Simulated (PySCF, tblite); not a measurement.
silanol and ammonium

A gas-phase complex of silanol and ammonium; charge +1, singlet. The structure comes from a short search (6 tight-binding starts) and was relaxed by PBE0-D3(BJ)/def2-SVPD; another way of binding may lie lower. No frequency run checks that it is a minimum.

```csv
part,name,SMILES,atoms,charge,multiplicity
1,silanol,O[SiH3],1–6,0,1
2,ammonium,[NH4+],7–11,+1,1
```

```csv
atom,part,x (Å),y (Å),z (Å)
O1,1,0.654,0.580,0.532
Si2,1,-0.616,-0.039,-0.475
H3,1,1.512,0.147,0.468
H4,1,-1.725,0.892,-0.139
H5,1,-0.187,0.073,-1.890
H6,1,-0.902,-1.434,-0.064
N7,2,0.256,2.608,2.129
H8,2,-0.248,2.294,2.962
H9,2,1.130,3.053,2.420
H10,2,-0.316,3.300,1.638
H11,2,0.459,1.763,1.474
```

```tsv
contact	kind (by geometry)	distance (Å)	angle (°)
H11···O1	hydrogen bond	1.525	176
```

Deforming the relaxed parts to their shape here costs 4.1 kcal/mol, which the interaction energies leave out.

Interaction energies are complex less parts, with the parts frozen as they stand in it; counterpoise-corrected, in kcal/mol (PySCF).

Q: Give the interaction energy at each level run.

A: 
```
                  level  interaction  superposition error removed
wB97M-D3(BJ)/def2-TZVPD       -24.37                        -0.11
 PBE0-D3(BJ)/def2-TZVPD       -25.66                        -0.12
```

Q: What holds them together? Decompose the wB97M-D3(BJ)/def2-TZVPD energy: frozen parts, their antisymmetrised product, then relaxation.

A: electrostatic -27.6, Pauli repulsion +28.3, orbital relaxation -23.7, dispersion correction -1.5 kcal/mol, which sum to the value before the counterpoise correction; the Pauli term holds the exchange-correlation of the frozen density too. Of the attraction, 52 % is electrostatic, 45 % is orbital relaxation, 3 % is dispersion correction.

The parts were also relaxed and run alone, at the levels used for the complex: shieldings by PBE0/pcSseg-2; core levels by delta-SCF with SCAN, pcX-2 on the ionised atom and pcseg-1 elsewhere, spin-free X2C (2p3/2 is the spin-free 2p value less a third of a first-order spin-orbit splitting).

Q: How do these values change when the complex forms?

A: 
| property | alone | in the complex | change |
| --- | --- | --- | --- |
| N7–H11 bond (Å) | 1.027 | 1.088 | +0.061 |
| shielding of H11 (ppm) | 26.38 | 16.69 | -9.69 |
| shielding of O1 (ppm) | 323.5 | 296.3 | -27.2 |
| shielding of N7 (ppm) | 234.6 | 230.6 | -4.0 |
| O1 1s core level (eV) | 538.74 | 543.72 | +4.98 |
| Si2 2p3/2 core level (eV) | 107.71 | 112.02 | +4.30 |
| N7 1s core level (eV) | 417.00 | 414.40 | -2.61 |

Density functionals tend to overstate the lengthening and the red shift of so strongly bound an X–H bond.

The 4 runs behind this took 96 s in all, one thread each of Arm Neoverse V1 on a shared host, launched as `OMP_NUM_THREADS=1 python cluster_run.py task.json out`.
